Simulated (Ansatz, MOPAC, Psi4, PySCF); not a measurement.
System: trimethyl amine, C$_{3}$H$_{9}$N, net charge 0, singlet state. SMILES: CN(C)C
Geometry: optimised at B3LYP-D3(BJ)/def2-TZVP (Ansatz, a first-principles code).

Quantity: size of the dipole moment, in D. Conventions: non-relativistic; dispersion terms only where a functional's name holds one; no spin-orbit coupling; 6-31G* and kin with 6d, 5d where marked; LANL2DZ all-electron up to Ne; 6-311+G** with 5d. Ab initio and DFT rows: single points at B3LYP-D3(BJ) geometries (Ansatz). Semi-empirical rows: dipoles at the shared geometry.

Measured values: NIST CCCBDB, as tabulated in the package chemicals; dipoles are vibrational averages. 

Value to compare with, the measured value: 0.61 D.

```tsv
level	program	size of the dipole moment (D)	error
AM1	MOPAC	1.16	0.55
SVWN5/6-31G*	Ansatz	0.51	-0.10
PBE/STO-3G	Ansatz	0.86	0.25
PBE/3-21G	Ansatz	0.61	0.00
PBE/6-311+G**	Ansatz	0.48	-0.13
BLYP/6-31G*	Ansatz	0.46	-0.15
BP86/def2-SVP	PySCF	0.41	-0.20
B3LYP/LANL2DZ	Ansatz	1.00	0.39
B3LYP/6-31G*	Ansatz	0.56	-0.05
B3LYP/6-311+G**	Ansatz	0.57	-0.04
M06-2X/6-31G* (5d)	PySCF	0.61	0.00
wB97X-D/6-31G*	Psi4	0.62	0.01
wB97X-D/6-311+G**	Psi4	0.65	0.04
B3PW91/6-31G* (5d)	PySCF	0.59	-0.02
```

Among the 14 habitual levels, AM1 lies farthest from the measured value (0.55 D); 5 of 14 lie above it, and their mean absolute error is 0.14 D, the median 0.08. One case shows no general order.

The levels are drawn from those run, B3LYP/6-31G* more often than the rest, none by its result; runs whose electronic state is in doubt are left out.
